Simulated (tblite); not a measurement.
C4H9OP.
Z-matrix (Å and degrees, GFN2-xTB geometry), rows numbered from 1:
```
C 
O   1  1.4051
C   2  1.4028  1  113.84
C   3  1.5312  2  112.29  1   175.38
P   4  1.8758  3   91.35  2   143.12
C   3  1.5424  2  116.82  1   -75.01
H   1  1.0976  2  111.06  3   -57.48
H   1  1.0961  2  111.58  3    63.98
H   1  1.0882  2  106.51  3  -176.68
H   3  1.1024  2  109.85  1    51.30
H   4  1.0903  3  109.98  2    30.96
H   4  1.0874  3  116.91  2   -94.51
H   5  1.4077  4   93.79  3    75.50
H   6  1.0886  3  117.51  2    98.58
H   6  1.0913  3  110.58  2   -28.16
```

Computed values, GFN2-xTB/tblite, gas phase, harmonic and unscaled. This tight-binding method is rough: wavenumbers can miss measured ones by several per cent, in bad cases by 10 to 20. Modes of hydrogen on phosphorus can be 10 to 20 % off. One conformer, not necessarily the lowest.

Harmonic wavenumbers (cm⁻¹): 90.8, 119.7, 185.8, 259.4, 396.3, 438.0, 528.3, 669.4, 716.3, 737.6, 774.1, 875.6, 895.0, 982.1, 993.7, 1027.0, 1066.9, 1106.0, 1124.6, 1136.2, 1157.9, 1170.2, 1197.4, 1265.2, 1328.1, 1404.7, 1431.2, 1437.6, 1470.1, 1490.6, 2210.3, 2830.5, 2895.6, 2922.9, 2980.1, 2991.6, 2994.5, 3006.1, 3025.6.

A = 7976, B = 1659, C = 1468 MHz; mass 104.039 u (most abundant isotopes); point group C1, symmetry number 1.

Task: Zero-point energy?

Result: Half the sum of the wavenumbers: 26666 cm⁻¹ = 76.24 kcal/mol.

Task: What is S at 350 K and 1 bar for an ideal gas of classical rigid rotors and harmonic oscillators?

Result: Translation 40.66, rotation 27.68, vibration 18.74: S = 87.1 cal/(mol K).

Task: And Cp and H(350 K) − H(0)?

Result: Cp = 31.61 cal/(mol K), of which vibrations give 23.67 (their classical limit is 39 R = 77.5); H(350 K) − H(0) = 6.50 kcal/mol without the zero-point energy, 3.72 from vibrations.

Task: Blend soft modes into free rotors: weight 1/[1 + (100 cm⁻¹/ν̃)⁴] for the oscillator and the rest for a rotor with moment μB/(μ + B), μ = h/(8π²ν), B = 10⁻⁴⁴ kg m². What vibrational entropy results?

Result: 18.04 cal/(mol K) in place of 18.74, which changes −T·S at 350 K by +0.25 kcal/mol.

Task: What must be added to the electronic energy to get the Gibbs energy at 350 K and 1 bar?

Result: ZPE + [H(350 K) − H(0)] − T·S = 76.24 + 6.50 − 30.48 = 52.26 kcal/mol.

Hindered rotation and anharmonicity are outside this model. Other conformers, if any are populated, would add a mixing term that is left out. The structure is chiral; the term R ln 2 for an equal mix with its mirror image is left out.
